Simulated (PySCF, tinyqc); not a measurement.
Ways to converge the cycle: SCF convergence aids in the sto-6g basis, for BH, spin multiplicity 1. Computed by the program tinyqc with PySCF. 

Geometry (angstrom):
```
atom       x       y       z
B     0.0000  0.0000  0.0000
H     0.0000  0.0000  1.0800
```

lowest restricted solution found by these runs and by PySCF = -24.991848 hartree

RHF with one setting changed at a time; a run stops when the energy changes by less than 1e-09 hartree and the error matrix is below 1e-5. The start is the core Hamiltonian. Damping d keeps d of the old density; a shift (hartree) raises the virtual levels; DIIS n extrapolates F over n matrices.

Largest element of the error matrix X^T (FDS - SDF) X:
```
iteration    plain  damping 0.3  damping 0.6  shift 0.4   DIIS 3   DIIS 8
1          6.0e-01      6.0e-01      6.0e-01    6.0e-01  6.0e-01  6.0e-01
2          1.2e-01      2.7e-01      4.1e-01    2.5e-01  1.2e-01  1.2e-01
3          3.0e-02      1.2e-01      2.8e-01    9.4e-02  1.6e-02  1.6e-02
4          9.9e-03      5.6e-02      1.9e-01    3.8e-02  4.2e-03  4.2e-03
5          3.8e-03      2.7e-02      1.3e-01    1.7e-02  1.1e-04  3.6e-05
6          1.5e-03      1.3e-02      9.1e-02    8.7e-03  1.9e-06  9.7e-06
8          2.4e-04      3.8e-03      4.4e-02    2.9e-03        -        -
10         3.9e-05      1.2e-03      2.2e-02    1.1e-03        -        -
14               -      1.3e-04      5.7e-03    1.6e-04        -        -
20               -      4.8e-06      9.1e-04    9.1e-06        -        -
30               -            -      5.3e-05          -        -        -
```

How each run ends:
```
run          iterations  E (hartree)   state
plain                12   -24.723681  higher
damping 0.3          20   -24.723681  higher
damping 0.6          41   -24.723681  higher
shift 0.4            20   -24.723681  higher
DIIS 3                7   -24.723681  higher
DIIS 8                7   -24.723681  higher
```

No run reaches the lowest restricted solution found. Ending on a higher stationary point: plain, damping 0.3, damping 0.6, shift 0.4, DIIS 3, DIIS 8; a small error matrix cannot reveal that, and an occupation fixed by the start is kept by symmetry or by the shape of the basin. Plain steps already contract here, so damping only slows them. DIIS 3 and DIIS 8 gain by cancelling the error over several earlier matrices, much as a quasi-Newton step does. The restricted reference is unstable here: a spin-polarised solution lies 0.0155 hartree lower (PySCF), so results built on it describe a poor reference.
